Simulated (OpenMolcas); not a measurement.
How methods differ on SiH (SMILES [SiH])

SiH has 2 atoms, charge 0, and is taken as a doublet. As SMILES, `[SiH]`. The coordinates come from a GFN2-xTB relaxation.

```xyz
2

Si    0.0000    0.0000    0.0000
H     0.0000    0.0000    1.5166
```

Quantity: the vertical ionisation energy (to the singlet cation), in eV. The values are calculated.

```json
{"level": "CASPT2(5,5)/cc-pVDZ", "kind": "multireference", "program": "OpenMolcas", "value (eV)": "?"}
{"level": "CASSCF(5,5)/cc-pVDZ", "kind": "multireference", "program": "OpenMolcas", "value (eV)": "6.89"}
{"level": "MC-PDFT[tPBE](5,5)/cc-pVDZ", "kind": "multireference", "program": "OpenMolcas", "value (eV)": "7.83"}
{"level": "MRCI(5,5)/cc-pVDZ", "kind": "multireference", "program": "OpenMolcas", "value (eV)": "?"}
{"level": "SC-NEVPT2(5,5)/cc-pVDZ", "kind": "multireference", "program": "OpenMolcas", "value (eV)": "7.50"}
{"level": "FCI/cc-pVDZ", "kind": "exact in the basis", "program": "OpenMolcas", "value (eV)": "7.70"}
```

Question: Estimate the missing values from the other rows.

Answer: As computed at these levels: CASPT2(5,5)/cc-pVDZ: 7.51 eV; MRCI(5,5)/cc-pVDZ: 7.67 eV. The values span 6.89 to 7.83 eV.
